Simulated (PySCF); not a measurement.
Relaxation of doublet AlN2

These are results of UPBE0 in PySCF with Al def2-TZVP, N def2-TZVP; no relativity; density-fitted integrals, not measurements. A (50,194) grid was used.

A hand-made end-on start, of Cs symmetry, held to at least that symmetry:

```xyz
3
charge 0 multiplicity 2, angstrom
Al   -0.2659    0.0000   -1.1863
N    -0.2659    0.0000    0.8428
N     0.7781    0.0000    1.4428
```

Task: What forces act on the atoms at the start (eV/Å)?

Result: 
| atom | Fx | Fy | Fz |
| --- | --- | --- | --- |
| Al1 | -0.39 | 0.00 | 0.43 |
| N2 | 5.52 | 0.00 | 1.75 |
| N3 | -5.13 | 0.00 | -2.18 |

Task: What does it relax to?

Result: It ends at C∞v with Al–N 1.982 Å, N–N 1.127 Å; Al–N–N 180.0° (after a last refinement on a finer grid). The frequency run here used a shortcut that can spoil soft modes, so no verdict on minimum or saddle point is given. Other isomers or separated fragments may lie lower.

Task: How much energy is released, and in how many steps?

Result: 56.4 kJ/mol in 14 steps.

The relaxation took 21 s on 2 threads of a shared Arm Neoverse V1 host, with 99 basis functions and 15 gradients; the process peaked at 0.52 GiB. Launch command: `OMP_NUM_THREADS=2 python axn.py task.json out`.
